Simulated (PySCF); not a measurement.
Stepwise substitution at one centre (B F-SiH3). Gas-phase values, no solvent. Strings in code marks are SMILES.

The dipole moment from two functionals at the same geometries (B3LYP-D3(BJ)/def2-TZVP), both in PySCF: PBE-D3(BJ)/def2-TZVP and B3LYP-D3(BJ)/def2-TZVP. B3LYP has the VWN-RPA correlation part, as in Gaussian. 

```csv
species,PBE-D3(BJ)/def2-TZVP (D)
0 of 3 F replaced by SiH3,0.00
1 of 3 F replaced by SiH3 (`FB(F)[SiH3]`),0.84
2 of 3 F replaced by SiH3 (`FB([SiH3])[SiH3]`),0.20
3 of 3 F replaced by SiH3 (`[SiH3]B([SiH3])[SiH3]`),0.06
```

Question: What does B3LYP-D3(BJ)/def2-TZVP give for each?

Answer: 
- 0 of 3 F replaced by SiH3: 0.00
- 1 of 3 F replaced by SiH3 (`FB(F)[SiH3]`): 0.98
- 2 of 3 F replaced by SiH3 (`FB([SiH3])[SiH3]`): 0.28
- 3 of 3 F replaced by SiH3 (`[SiH3]B([SiH3])[SiH3]`): 0.10
Over these rows, drawn at random from the members with no instability flagged (it was tested for open shells, ions and some series alone), PBE minus B3LYP-D3(BJ): mean -0.06 D, from -0.14 D to 0.00 D.
